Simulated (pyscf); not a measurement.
**Routes from methane (CH₄) + H₃C–InH–Cl**

Candidate steps break at most two bonds and form at most two. Each was searched with GFN2-xTB (tblite) first. PySCF, gas phase, ωB97X-D3(BJ)/def2-SVP geometries. Energies: ωB97M-D3(BJ)/def2-TZVP, kcal/mol, from the separated reactants, singlet surface; ΔG‡ with ideal gas, 1 atm, RRHO with modes under 100 cm⁻¹ raised to 100, one conformer, R ln 2 for chiral ones without a mode under 150 cm⁻¹.

```json
[
 {"products": "H₃C–InH–CH₃ + HCl", "type": "four-centre exchange", "ΔE‡": "45.0", "ΔE": "+40.2", "ΔG‡ 298 K": "51.5", "ΔG‡ 900 K": "69.8", "ν‡ (cm⁻¹)": "890i"},
 {"products": "H₃C–In(CH₃)–Cl + H₂", "type": "four-centre exchange", "ΔE‡": "52.5", "ΔE": "+10.7", "ΔG‡ 298 K": "59.8", "ΔG‡ 900 K": "77.9", "ν‡ (cm⁻¹)": "1732i"}
]
```

Row 1: On the reactant side the descent ends in a complex (not fully relaxed), 4.2 kcal/mol under the separated species and 48.1 kcal/mol under the saddle at ωB97X-D3(BJ)/def2-TZVP. On the product side the descent ends in an adduct with a Cl–In contact, 7.0 kcal/mol under the separated species and 8.6 kcal/mol under the saddle at ωB97X-D3(BJ)/def2-TZVP. Row 2: On the reactant side the descent ends in a complex (not fully relaxed), 4.2 kcal/mol under the separated species and 54.5 kcal/mol under the saddle at ωB97X-D3(BJ)/def2-TZVP. 

Plain bond fissions and candidates not yet searched are not listed, and one of them may be faster. Each barrier is that of the saddle found; lower ones may exist. Elements past Kr carry the def2 core potentials, without spin-orbit coupling.
